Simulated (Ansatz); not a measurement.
A calculation with Ansatz (development build ahead of 0.2.0).

```yaml
crystal:
  periodic: [false, false, false]
  atoms:
    - { symbol: H, position_ang: [0.0, 0.0, -1.065] }
    - { symbol: C, position_ang: [0.0, 0.0, 0.0] }
    - { symbol: "N", position_ang: [0.0, 0.0, 1.153] }
basis:
  gaussian: { orbitals: cc-pVTZ }
magnetization:
  spin_polarized: true
hamiltonian:
  xc: hf
correlation:
  method: ccsd_t
  frozen_orbitals: { C: 1, H: 0, "N": 1 }
```

The input is written out in the form of the current development build from the run's settings.

The run gave:

```yaml
Converged: yes
Reference_energy: -92.90809 hartree
CCSD_correlation_energy: -0.34916 hartree
Triples_correction: -0.01786 hartree
Total_energy: -93.27511 hartree
Spin_squared_of_the_determinant: 0.000
```
